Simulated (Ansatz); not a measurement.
# BClH4S: the cost of one run

Method: RKS PBE0-D4/def2-SVP, in Ansatz 0.2.0.

## (1) Starting point

Bond lengths: B1–Cl3 1.860 Å, B1–H4 1.190 Å, B1–S5 2.190 Å, S5–H6 1.400 Å, S5–H7 1.549 Å. Angles: Cl3–B1–H4 120.0°, Cl3–B1–S5 88.5°, H4–B1–S5 110.0°, B1–S5–H6 109.5°, B1–S5–H7 57.4°, H6–S5–H7 71.7°.

Coordinates:

```xyz
7

B     0.0000    0.0000    0.0000
H     0.0000    0.0000    1.5400
Cl    1.6108    0.0000   -0.9300
H    -1.0305    0.0000   -0.5950
S     0.4671    2.0251    0.6906
H     1.5159    1.9729    1.6165
H     0.1967    0.8527    1.6662
```

## (2) Pulling towards end A

Springs on the bonds that form and break draw the guess towards this end; the thresholds are loose.

The input, input.yaml:

```yaml
crystal:
  periodic: [false, false, false]
  atoms:
    - { symbol: B, position_ang: [0.0, 0.0, 0.0] }
    - { symbol: H, position_ang: [0.0, 0.0, 1.54] }
    - { symbol: Cl, position_ang: [1.6108, 0.0, -0.93] }
    - { symbol: H, position_ang: [-1.0305, 0.0, -0.595] }
    - { symbol: S, position_ang: [0.4671, 2.0251, 0.6906] }
    - { symbol: H, position_ang: [1.5159, 1.9729, 1.6165] }
    - { symbol: H, position_ang: [0.1967, 0.8527, 1.6662] }
basis:
  gaussian: { orbitals: def2-SVP }
hamiltonian:
  xc: pbe0
  dispersion: d4
relax:
  f_tol: 0.15
  max_steps: 25
  restrain:
    - { distance: [0, 4], at: 3.09, k: 30.0 }
    - { distance: [6, 1], at: 1.86, k: 30.0 }
    - { distance: [0, 1], at: 1.19, k: 30.0 }
    - { distance: [6, 4], at: 1.4, k: 30.0 }
output:
  orbitals: {}
```

Run with:

```bash
ansatz run input.yaml --threads 1 --pin off --max-ram 2048MiB --backend cpu --events-out ev --progress --plain --runs-dir out
```

What time and memory should one allow on 1 thread of Intel Xeon Platinum 8488C (Sapphire Rapids), shared host?

About 18 s, with a peak of 0.16 GiB.
